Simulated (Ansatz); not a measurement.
fcc Ag, treated with PBE (Ansatz, a program for electronic structure, PAW).

Numerical settings: plane-wave cutoff 520 eV, 24×24×24 k mesh, Fermi–Dirac smearing 0.05 eV, no spin polarisation, scalar-relativistic PAW data made under PBE.

Results at a series of volumes:

```csv
V (Å³/atom),E − E_lowest (meV/atom)
16.763,21.10
17.120,8.96
17.477,2.14
17.833,0.00
18.190,1.94
18.547,7.44
18.903,16.06
```

Q: Fit the third-order Birch–Murnaghan equation and give B0 and B′.

A: V0 = 17.835 Å³/atom, B0 = 91.5 GPa, B′ = 5.7 (fit to the energies at full precision).

Measured, for comparison: bulk modulus 110 GPa (corrected for temperature and zero-point phonon effects, our sources range from 104 to 111; as tabulated in Levämäki et al. (2014), arXiv:1402.3671); equilibrium volume per atom 16.76 Å³/atom (static lattice: zero-point anharmonic expansion removed; as tabulated in Mejia-Rodriguez and Trickey (2018), arXiv:1807.09216). Computed (rounded) less measured: bulk modulus -17 % (-12 % to -18 % over the range), equilibrium volume per atom +6.4 %.

The computed numbers hold no vibrational or temperature effects.

The result took roughly 50 core-seconds.
